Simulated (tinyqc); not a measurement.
Worked calculation: Pariser-Parr-Pople SCF with singles CI, for the molecule Oc1ccc[nH]1 (SMILES; centres numbered as the heavy atoms are written). One step of it, computed by the program tinyqc.

Question. Singles CI, triplets. Over the 6 single excitations with the smallest orbital gaps: A = (e_a - e_i) delta - (ij|ab), with (pq|rs) = sum c_mp c_mq gamma_mn c_nr c_ns.

orbital energies (eV): -12.223884  -9.155867  -7.906239  -5.943775  2.593311  3.926252

coefficients:
```
         MO1        MO2        MO3        MO4        MO5        MO6
1O  0.296309   0.702848  -0.042533   0.585939  -0.231659   0.139303
2C  0.522168   0.360377   0.002081  -0.388598   0.548808  -0.381138
3C  0.289451   0.080425   0.553764  -0.431622  -0.212579   0.609596
4C  0.239339  -0.240425   0.613173   0.224248  -0.325736  -0.593751
5C  0.339897  -0.440419   0.126842   0.505756   0.554720   0.333030
6N  0.618827  -0.343354  -0.547230  -0.115296  -0.431434   0.016491
```

repulsion gamma_rs (eV):
```
           1O         2C         3C         4C         5C         6N
1O  23.420000   6.516705   4.357284   3.249068   3.249068   4.439005
2C   6.516705  12.150000   5.569343   4.173757   4.173757   5.854584
3C   4.357284   5.569343  12.150000   5.570857   4.173294   4.330477
4C   3.249068   4.173757   5.570857  12.150000   5.570126   4.331427
5C   3.249068   4.173757   4.173294   5.570126  12.150000   5.856258
6N   4.439005   5.854584   4.330477   4.331427   5.856258  15.040000
```

Give: triplet CI matrix; triplet excitation energies.

Answer.

triplet CI matrix (eV):
```
         4>5      4>6      3>5      2>5      3>6     2>6
4>5   2.4187   0.4688  -0.2909   0.4455  -0.6249  0.7899
4>6   0.4688   4.1029  -0.6249   0.7899   0.2867  0.6907
3>5  -0.2909  -0.6249   4.5607  -0.2281  -0.2847  0.3676
2>5   0.4455   0.7899  -0.2281   5.4979   0.3676  0.5695
3>6  -0.6249   0.2867  -0.2847   0.3676   5.0435  0.3295
2>6   0.7899   0.6907   0.3676   0.5695   0.3295  7.9569
```

triplet excitation energies (eV): 2.0129  3.4296  4.6019  5.0712  6.0106  8.4547
